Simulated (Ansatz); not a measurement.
**HO− with SiH3F: structure and interaction energy**

Aim: relax the pair, then compute its interaction energy with counterpoise at many levels, up to CCSD(T).

Method: PBE0-D4 structure, single points in def2-TZVPPD; program: Ansatz 0.2.0, Gaussian basis.

Levels: PBE-D4, revPBE-D4, BLYP-D4, r2SCAN-D4, B97M-V, PBE0-D4, B3LYP-D4, HSE06-D4, wB97X-V, wB97M-V, B2PLYP, Hartree-Fock, MP2, CCSD, CCSD(T). The reference is CCSD(T) extrapolated to the basis limit.

Cores are frozen in the correlated methods. B3LYP uses VWN-RPA correlation. B2PLYP carries no dispersion term here.

27 further runs of the same task are left out: 27 set aside as unsound or not needed.

## Step 1: The system as given

The pair, from a GFN2-xTB docking trial: 7 atoms, charge -1, spin multiplicity 1.

Atoms are counted from 1 here; the program's logs count them from 0.

Bond lengths: O1–H2 0.956 Å, O1–Si3 1.671 Å, Si3–F4 1.797 Å, Si3–H5 1.559 Å, Si3–H6 1.489 Å, Si3–H7 1.489 Å. Angles: H2–O1–Si3 109.9°, O1–Si3–F4 91.1°, O1–Si3–H5 89.2°, O1–Si3–H6 116.2°, O1–Si3–H7 117.0°, F4–Si3–H5 179.6°, F4–Si3–H6 85.7°, F4–Si3–H7 85.6°, H5–Si3–H6 94.2°, H5–Si3–H7 94.1°, H6–Si3–H7 126.2°.

As a file:

```
O    -0.1448    0.0731   -1.3435
H     0.6243    0.5811   -1.5956
Si   -0.1684   -0.1384    0.3141
F     1.4156    0.6934    0.4785
H    -1.5418   -0.8645    0.1804
H    -0.7187    0.9914    1.1130
H     0.5339   -1.3361    0.8530
```

Atoms 1 to 2 are fragment A (HO−), the rest fragment B (SiH3F).

## Step 2: A first relaxation in a small basis

pre/in.yaml reads:

```yaml
crystal:
  periodic: [false, false, false]
  atoms:
    - {symbol: O, position_ang: [-0.144800, 0.073100, -1.343500]}
    - {symbol: H, position_ang: [0.624300, 0.581100, -1.595600]}
    - {symbol: Si, position_ang: [-0.168400, -0.138400, 0.314100]}
    - {symbol: F, position_ang: [1.415600, 0.693400, 0.478500]}
    - {symbol: H, position_ang: [-1.541800, -0.864500, 0.180400]}
    - {symbol: H, position_ang: [-0.718700, 0.991400, 1.113000]}
    - {symbol: H, position_ang: [0.533900, -1.336100, 0.853000]}
basis:
  gaussian: {orbitals: def2-SVPD}
total_charge: -1
hamiltonian: {xc: pbe, dispersion: d4}
relax: {f_tol: 0.03, max_steps: 250}
```

The command line of these runs was not kept.

Further steps of the session: Relaxation at PBE0-D4; CCSD(T)/def2-TZVPPD; MP2/def2-QZVPPD; Vibrations of the pair.

Before running it: what results should come out? Wanted: interaction energy, CCSD(T)/CBS; of it Hartree-Fock; D4 term of PBE0-D4; shortest contact; lowest wavenumber.

**Answer**, as computed:

| quantity | value |
| --- | --- |
| interaction energy, CCSD(T)/CBS | -517.64 kJ/mol |
| of it Hartree-Fock (basis limit) | -549.29 kJ/mol |
| D4 term of PBE0-D4 | -5.30 kJ/mol |
| shortest contact | O1–Si3 1.71 Å |
| lowest wavenumber | 367 cm⁻¹ |

The pair is bound by 517.64 kJ/mol at fixed fragment shapes. Hartree-Fock gives 106 % of it, so electrostatics, induction and charge transfer lead. The functionals run from wB97X-V, off by +0.08 kJ/mol, to BLYP-D4, off by +53.96 kJ/mol, against CCSD(T)/CBS. By rung, the mean size of the error is: GGA 43.85, meta-GGA 3.66, hybrid 10.44, screened hybrid 2.04, range-separated hybrid 1.44, double hybrid 22.34 kJ/mol. PBE-D4 gives an interaction energy 35.65 kJ/mol too high, an error of 7 % of the reference. CCSD(T) moves by -14.38 kJ/mol from triple zeta to the limit; gaps between functionals far smaller than that don't rank them. A lower arrangement may exist. The T1 diagnostic is large here, over the usual mark for main-group molecules (transition-metal compounds often pass it harmlessly), so CCSD(T) itself may be off.
